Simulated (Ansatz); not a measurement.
**How the Voigt–Reuss–Hill shear modulus of diamond moves with the method**

No measured value is used here.

| level (code) | value (GPa) | cell (Å³/atom) |
|---|---|---|
| LDA (Ansatz) | 544 | 5.51 |
| BLYP (Ansatz) | 502 | 5.82 |
| PBE (Ansatz) | 518 | 5.70 |
| revPBE (Ansatz) | 510 | 5.76 |
| RPBE (Ansatz) | 507 | 5.78 |
| PBE-D3(BJ) (Ansatz) | 530 | 5.63 |
| r²SCAN+rVV10 (Ansatz) | 550 | 5.63 |
| HSE06 (Ansatz) | 562 | 5.57 |
| PBE0 (Ansatz) | 563 | 5.57 |

PBE-D3(BJ): the dispersion coefficients are held fixed in the derivatives. Each level is taken at its own relaxed cell. Cutoffs and k meshes differ between the levels. Ansatz's density-functional and Hartree–Fock values are scalar-relativistic unless marked +SOC, with PAW data made under PBE.

Ansatz is a first-principles code.
